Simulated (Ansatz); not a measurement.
CH7NSi, SMILES `C[SiH2]N`. The species carries charge 0 and has multiplicity 1. All single points use the PBE0-D4/def2-TZVP geometry. It is one conformer, not always the lowest.

```xyz
10

C    -0.080    1.222    0.676
Si   -0.497   -0.237   -0.419
N     0.677   -1.492   -0.500
H    -0.888    1.960    0.657
H     0.835    1.717    0.343
H     0.064    0.908    1.713
H    -0.695    0.261   -1.809
H    -1.757   -0.854    0.079
H     1.534   -1.363   -1.012
H     0.808   -2.124    0.272
```

Question: What is the dipole moment at PBE/def2-TZVPP? (An estimate is asked.)

Answer: Computed: 1.51 D, with components (1.31, 0.02, 0.75) D in this frame, pointing from negative to positive charge.

Question: And with r2SCAN, B3LYP, ωB97M-V? (Estimate.)

Answer: Computed: r2SCAN 1.54 D, B3LYP 1.49 D, ωB97M-V 1.52 D.

Question: Give the Mulliken charges with PBE, B3LYP, r2SCAN in def2-TZVPP. (Best estimate.)

Answer: Computed: 
```tsv
atom	PBE	B3LYP	r2SCAN
C1	-0.36	-0.37	-0.29
Si2	0.34	0.43	0.45
N3	-0.40	-0.41	-0.46
H4	0.10	0.09	0.07
H5	0.09	0.09	0.06
H6	0.09	0.09	0.06
H7	-0.08	-0.09	-0.10
H8	-0.08	-0.09	-0.10
H9	0.14	0.13	0.15
H10	0.14	0.13	0.15
```

B3LYP here is the variant with VWN-RPA as its local correlation; programs differ in this.
